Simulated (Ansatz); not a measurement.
**C4H8: one structure at several levels**

A test off equilibrium: a structure displaced at random from a GFN2-xTB minimum is computed at several levels, and each is set against CCSD(T).

The runs use Ansatz 0.2.0, Gaussian basis; single points in def2-TZVPP.

Cores are frozen in the correlated methods.

### Step 1. Where the work starts

12 atoms, charge 0, spin multiplicity 1.

Atoms are counted from 1 here; the program's logs count them from 0.

Bond lengths: C1–C2 1.490 Å, C1–H5 1.194 Å, C1–H6 1.022 Å, C2–C3 1.525 Å, C2–C4 1.482 Å, C3–H7 1.169 Å, C3–H8 1.063 Å, C3–H9 1.031 Å, C4–H10 0.989 Å, C4–H11 1.222 Å, C4–H12 1.184 Å. Angles: C2–C1–H5 117.1°, C2–C1–H6 120.8°, H5–C1–H6 121.9°, C1–C2–C3 115.0°, C1–C2–C4 124.6°, C3–C2–C4 120.3°, C2–C3–H7 112.5°, C2–C3–H8 116.8°, C2–C3–H9 108.5°, H7–C3–H8 98.0°, H7–C3–H9 107.2°, H8–C3–H9 113.2°, C2–C4–H10 111.1°, C2–C4–H11 108.1°, C2–C4–H12 106.4°, H10–C4–H11 112.8°, H10–C4–H12 109.9°, H11–C4–H12 108.3°.

Coordinates:

```xyz
12
charge 0, multiplicity 1
C    -0.9102    1.3177   -0.2285
C    -0.0901    0.0812   -0.0870
C     0.2178   -0.3264    1.3504
C     0.4885   -0.6797   -1.2195
H    -1.1765    1.6685   -1.3378
H    -1.2817    1.7967    0.5937
H    -0.7404   -0.6449    1.9402
H     0.5469    0.4423    2.0075
H     0.8489   -1.1416    1.3306
H    -0.2213   -1.0991   -1.7660
H     1.1974    0.0792   -1.8641
H     1.1772   -1.5171   -0.7436
```

### Step 2. CCSD(T)/def2-TZVPP

run/in.yaml reads:

```yaml
crystal:
  periodic: [false, false, false]
  atoms:
    - {symbol: C, position_ang: [-0.910200, 1.317700, -0.228500]}
    - {symbol: C, position_ang: [-0.090100, 0.081200, -0.087000]}
    - {symbol: C, position_ang: [0.217800, -0.326400, 1.350400]}
    - {symbol: C, position_ang: [0.488500, -0.679700, -1.219500]}
    - {symbol: H, position_ang: [-1.176500, 1.668500, -1.337800]}
    - {symbol: H, position_ang: [-1.281700, 1.796700, 0.593700]}
    - {symbol: H, position_ang: [-0.740400, -0.644900, 1.940200]}
    - {symbol: H, position_ang: [0.546900, 0.442300, 2.007500]}
    - {symbol: H, position_ang: [0.848900, -1.141600, 1.330600]}
    - {symbol: H, position_ang: [-0.221300, -1.099100, -1.766000]}
    - {symbol: H, position_ang: [1.197400, 0.079200, -1.864100]}
    - {symbol: H, position_ang: [1.177200, -1.517100, -0.743600]}
basis:
  gaussian: {orbitals: def2-TZVPP}
correlation: {method: ccsd_t}
```

Started as:

```sh
ansatz run in.yaml --threads 8 --pin off --events-out ev --progress --plain --max-ram 10444MiB
```

### Step 3. PBE0-D4/def2-TZVPP

Edit run/in.yaml of step 2 so:

```diff
@@ -17,2 +17,3 @@
   gaussian: {orbitals: def2-TZVPP}
-correlation: {method: ccsd_t}
+hamiltonian: {xc: pbe0, dispersion: d4}
+output: {forces: true, orbitals: {seedname: orbitals}}
```

### Step 4. wB97M-V/def2-TZVPP

Edit run/in.yaml of step 3 so:

```diff
@@ -17,3 +17,3 @@
   gaussian: {orbitals: def2-TZVPP}
-hamiltonian: {xc: pbe0, dispersion: d4}
-output: {forces: true, orbitals: {seedname: orbitals}}
+hamiltonian: {xc: {name: wB97M-V}}
+output: {forces: true}
```

### Step 5. r2SCAN-D4/def2-TZVPP

Edit run/in.yaml of step 4 so:

```diff
@@ -17,3 +17,3 @@
   gaussian: {orbitals: def2-TZVPP}
-hamiltonian: {xc: {name: wB97M-V}}
+hamiltonian: {xc: r2scan, dispersion: d4}
 output: {forces: true}
```

### Step 6. PBE-D4/def2-TZVPP

Edit run/in.yaml of step 5 so:

```diff
@@ -17,3 +17,3 @@
   gaussian: {orbitals: def2-TZVPP}
-hamiltonian: {xc: r2scan, dispersion: d4}
+hamiltonian: {xc: pbe, dispersion: d4}
 output: {forces: true}
```

### Step 7. r2SCAN0-D4/def2-TZVPP

Edit run/in.yaml of step 6 so:

```diff
@@ -17,3 +17,3 @@
   gaussian: {orbitals: def2-TZVPP}
-hamiltonian: {xc: pbe, dispersion: d4}
+hamiltonian: {xc: {name: r2SCAN0}, dispersion: d4}
 output: {forces: true}
```

### Step 8. CAM-B3LYP-D4/def2-TZVPP

Edit run/in.yaml of step 7 so:

```diff
@@ -17,3 +17,3 @@
   gaussian: {orbitals: def2-TZVPP}
-hamiltonian: {xc: {name: r2SCAN0}, dispersion: d4}
+hamiltonian: {xc: {name: CAM-B3LYP}, dispersion: d4}
 output: {forces: true}
```

(Steps that only read results are left out.)

**Question.** What will these runs give? Wanted: energy less free atoms, CCSD(T)/def2-TZVPP; RMS force component; HOMO and LUMO, PBE0-D4; T1 diagnostic.

**Answer**, as computed:

| quantity | value |
| --- | --- |
| energy less free atoms, CCSD(T)/def2-TZVPP | -4571.3 kJ/mol |
| RMS force component | 2.483 to 2.603 eV/Å over the methods |
| HOMO and LUMO, PBE0-D4 | -6.27 and -0.52 eV |
| T1 diagnostic | 0.012 |

Against CCSD(T) the functionals' energies less atoms differ by -200.2 to -49.6 kJ/mol, PBE-D4 by -200.2 kJ/mol. The reference is not at the basis limit: in triple zeta CCSD(T) underbinds, which counts against methods that bind more; the gaps are no ranking. No sound CCSD(T) forces are at hand. Among the functionals the RMS force differs by up to 5 %. The restricted Hartree–Fock reference is unstable towards an unrestricted one at one or more of these structures.
